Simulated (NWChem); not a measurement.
**Lowest excitation of C₂H₃F**

```
C
C 1 1.3259
F 1 1.3288 2 122.79
H 2 1.0902 1 119.59 3 180.00
H 2 1.0920 4 119.31 1 180.00
H 1 1.0951 2 124.90 4 0.00
```
Charge 0, spin multiplicity 1.

The numbers come from NWChem runs, not from measurements. All single points use one geometry, from PBE0/def2-SVP, a minimum by its harmonic frequencies.

Basis set: def2-SVPD.

B3LYP has NWChem's definition, with VWN1-RPA local correlation. The structure started from a generated list of species.

### Question
One of these methods gave a lowest vertical singlet excitation energy of 7.93 eV. Which?
(A) TD-PBE
(B) TDA-BHandHLYP
(C) TD-B3LYP
(D) CIS

### Answer
D, CIS. The others give 6.95 (TD-PBE), 7.54 (TDA-BHandHLYP), 7.16 (TD-B3LYP).
